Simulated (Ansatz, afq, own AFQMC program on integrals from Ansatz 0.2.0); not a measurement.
PN, singlet: AFQMC among the cluster methods

```yaml
atoms:
  - { symbol: N, position_ang: [0.0000, 0.0000, 0.0000] }
  - { symbol: P, position_ang: [0.0000, 0.0000, 1.5930] }
```

Basis 6-31G. Noble-gas cores (and the filled d shells of Ga–Kr and In–Xe) are frozen. Ansatz 0.2.0 and our own AFQMC program on the same integrals; the CISD trial comes from CCSD amplitudes, and released means the phaseless constraint is let go. Error bars are statistical, one sigma.

Determinant: UHF, the one that the program's search chose, which needn't be the lowest solution. The geometry is a point of a scan.

Full CI on the same integrals is exact in this basis and with this determinant's frozen core.

Cautions: an unrestricted solution with more broken spin lies lower (867 meV, ⟨S²⟩ 1.17); strong correlation (T1 0.125, weight of the determinant 0.62, largest double 0.20); unrestricted determinant spin contaminated (⟨S²⟩ 0.64 against 0.00); the released energies are still falling, so no released level is given (meV from the phaseless value at times in 1/Eh: -14 ± 5 at 0.24, -21 ± 4 at 0.51, -32 ± 4 at 0.99, -34 ± 3 at 1.62, -37 ± 4 at 2.40), though the last usable value meets full CI within the noise.

```
T1 diagnostic                               : 0.1252
weight of the determinant in the CISD state : 0.622
⟨S²⟩ of the determinant                     : 0.636
size of the correlated space                : 10 electrons in 16 orbitals
```

Reference: full CI, correlation energy -6.041 eV. The cautions show a poor starting determinant, so the rows tell how each method copes with it here, and full CI is the sure value.

```json
{"level": "HF", "E − E(reference) (kJ/mol)": "582.9", "share of correlation (%)": "0.00"}
{"level": "MP2", "E − E(reference) (kJ/mol)": "146.1", "share of correlation (%)": "74.94"}
{"level": "CCSD", "E − E(reference) (kJ/mol)": "24.5", "share of correlation (%)": "95.79"}
{"level": "CCSD(T)", "E − E(reference) (kJ/mol)": "5.7", "share of correlation (%)": "99.02"}
{"level": "CCSDT", "E − E(reference) (kJ/mol)": "7.9", "share of correlation (%)": "98.65"}
{"level": "CCSDT(Q)", "E − E(reference) (kJ/mol)": "-0.3", "share of correlation (%)": "100.05"}
{"level": "CCSDTQ", "E − E(reference) (kJ/mol)": "1.2", "share of correlation (%)": "99.80"}
{"level": "ph-AFQMC/HF", "E − E(reference) (kJ/mol)": "11.1 ± 2.7", "share of correlation (%)": "98.10"}
{"level": "ph-AFQMC/CISD", "E − E(reference) (kJ/mol)": "3.3 ± 0.7", "share of correlation (%)": "99.43"}
```

CCSDT and higher add their correlation energy to the determinant of the CCSD(T) run, since their own runs factorise the integrals more tightly (a shift of under 2 meV).
